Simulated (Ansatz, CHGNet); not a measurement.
Elastic constant C12 (GPa) of 23 elemental solids other than molecular ones, computed with the machine-learned potential CHGNet 0.3.0 (trained on PBE and PBE+U data) and with r²SCAN (PAW; Ansatz, an electronic-structure program). The set holds measured phases with no doubt noted on the run or the magnetic state but for the caveats below. 5 more of the class have both values but aren't in it, for one of these reasons: built or high-temperature cells, doubts on the run or the magnetic state, unlike cells, values of zero, layered or molecular crystals. Solids without a value at one level (not run, failed, or a magnetic order lost), or held back for tests, aren't counted.

All rows, in order of the shift (worked out from unrounded values):

| solid | CHGNet 0.3.0 | r²SCAN | shift (%) |
|---|---|---|---|
| bcc Rb | 11.3 | 2.44 | -78 |
| bcc Ba | 20.9 | 6.39 | -69 |
| bcc K | 5.67 | 3.21 | -43 |
| hcp Zn | 75.2 | 45.0 | -40 |
| diamond | 196 | 120 | -39 |
| hcp Os | 354 | 237 | -33 |
| hcp Y | 39.2 | 29.1 | -26 |
| fcc Ir | 309 | 249 | -19.5 |
| fcc Cu | 176 | 143 | -19.0 |
| hcp Zr | 76.9 | 65.1 | -15.3 |
| hcp Mg | 30.6 | 26.0 | -15.0 |
| fcc Rh | 200 | 199 | -0.2 |
| fcc Pt | 230 | 242 | +5.5 |
| fcc Sr | 9.61 | 10.2 | +5.7 |
| fcc Ca | 13.9 | 15.5 | +11.1 |
| bcc Li | 10.4 | 12.2 | +17.1 |
| fcc Pd | 139 | 170 | +23 |
| diamond-structure Si | 48.4 | 61.6 | +27 |
| fcc Al | 47.3 | 73.3 | +55 |
| fcc Au | 91.4 | 144 | +58 |
| fcc Ag | 57.3 | 92.7 | +62 |
| fcc Pb | 24.7 | 40.9 | +66 |
| hcp Tl | 16.2 | 30.0 | +85 |

The shift from CHGNet 0.3.0 to r²SCAN has a median of -0.2 %, and eight in ten lie between -43 % and +61 %; r²SCAN is the larger in 11 of 23. Each level is at its own cell, so the shift holds the change of volume too.

Ansatz's runs of these crystals have no spin polarisation. Meta-GGA and hybrid levels favour moments, which can bear on fcc Pd, fcc Pt, hcp Y, fcc Rh.

Spin–orbit coupling is left out, also for the solids with elements from indium on (fcc Pt, hcp Os, bcc Ba, hcp Tl, fcc Ir, fcc Pb, fcc Au); its size isn't shown.

Each level is taken at its own relaxed cell. Ansatz's density-functional and Hartree–Fock values are scalar-relativistic unless marked +SOC, with PAW data made under PBE.
